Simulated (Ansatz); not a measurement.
Abridged output of a molecular run in Ansatz:

```
Functional definition: HF
815 factors; integrals over basis functions are off by at most 6.8e-4 eV
mean field evaluation 1: about -23107.0512 eV, gradient 2.7e1 eV
mean field evaluation 2: about -23107.1895 eV, gradient 2.8e1 eV
mean field evaluation 4: about -23108.7751 eV, gradient 2.0e0 eV
mean field evaluation 8: about -23108.7979 eV, gradient 1.5e-1 eV
mean field -23108.79805704 eV, -849.2326648905 hartree, gradient 3.8e-6 eV, S^2 0.000000; 0 other end points of the search recorded, 0 dependent functions left out
11 core orbitals not correlated: weight in the atoms' cores, before any rotation towards them, 1.000 or more for the frozen orbitals, at most 0.000 for the correlated occupied ones
reference -23108.79805704 eV, -849.2326648905 hartree; 10, 10 occupied and 115, 115 virtual orbitals, 815 factors
second order -15.30077169 eV of doubles, -0.00000000 eV of singles
cycle   1  -15.70866595 eV  change   -4.1e-1 eV  update   7.7e-2
cycle   2  -16.04280596 eV  change   -3.3e-1 eV  update   2.2e-2
cycle   3  -16.11789100 eV  change   -7.5e-2 eV  update   1.1e-2
cycle   4  -16.10882400 eV  change    9.1e-3 eV  update   2.1e-3
cycle   5  -16.10791486 eV  change    9.1e-4 eV  update   8.6e-4
cycle   6  -16.10825691 eV  change   -3.4e-4 eV  update   2.4e-4
cycle   7  -16.10810945 eV  change    1.5e-4 eV  update   8.1e-5
cycle   8  -16.10809653 eV  change    1.3e-5 eV  update   2.2e-5
perturbative correction -0.53653551 eV, -0.0197173162 hartree
Total energy: -23125.44268908 eV, -849.8443438355 hartree
```

Its atoms:

Z-matrix (Å, degrees):
```
Si
F 1 1.589
Cl 1 2.036 2 108.8
H 1 1.475 2 108.3 3 -118.2
H 1 1.475 2 108.3 3 118.2
```

**Question.** Which basis set was used?
A. cc-pV(T+d)Z
B. def2-SVPD
C. cc-pV(Q+d)Z
D. def2-TZVPPD

**Answer.** A. It gives 136 functions.

**Question.** Write the keys of the input that set method, charge and spin (a neutral closed shell needs none for the last two).

**Answer.** 
```yaml
correlation: {method: ccsd_t}
```
